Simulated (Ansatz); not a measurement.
System: antiferromagnetic bcc Cr. Method: PBE in Ansatz (plane waves, PAW).

Settings: plane-wave cutoff 520 eV, 22×22×22 k mesh, Fermi–Dirac smearing 0.048 eV (set by the program), spin-polarised with opposed moments, scalar-relativistic PAW data made under PBE.

Cell (relaxed at this level):

```cif
data_Cr2
_chemical_formula_sum 'Cr2'
_space_group_name_H-M_alt 'P 1'
_space_group_IT_number 1
_cell_length_a 2.86556
_cell_length_b 2.86556
_cell_length_c 2.86556
_cell_angle_alpha 90.000
_cell_angle_beta 90.000
_cell_angle_gamma 90.000
loop_
_space_group_symop_operation_xyz
  'x, y, z'
loop_
_atom_site_label
_atom_site_type_symbol
_atom_site_fract_x
_atom_site_fract_y
_atom_site_fract_z
_atom_site_occupancy
Cr1 Cr 0.00000 0.00000 0.00000 1
Cr2 Cr 0.50000 0.50000 0.50000 1
```

### Question
Predict the elastic constant C44, elastic constant C11, Young modulus, Voigt–Reuss–Hill bulk modulus and elastic constant C12.

### Answer

- elastic constant C44 = 95.9 GPa
- elastic constant C11 = 432 GPa
- Young modulus = 307 GPa
- Voigt–Reuss–Hill bulk modulus = 184 GPa
- elastic constant C12 = 59.3 GPa

Measured, for comparison: elastic constant C44 104 GPa, elastic constant C11 394 GPa, elastic constant C12 88 GPa (4 K, zero-point motion not removed; as tabulated in Bienvenu et al. (2020), arXiv:2105.09651). Computed (rounded) less measured: elastic constant C44 -8 %, elastic constant C11 +10 %, elastic constant C12 -33 %.

Note: shear constants of such metals converge slowly with the k mesh; the commensurate order stands in for chromium's spin-density wave, and the size of the moments varies much between levels; the collinear magnetic order is the start's and need not be the measured one.

Elastic constants are with the ions relaxed.

Static lattice: no zero-point or thermal effects.

Ansatz is a program for electronic structure.
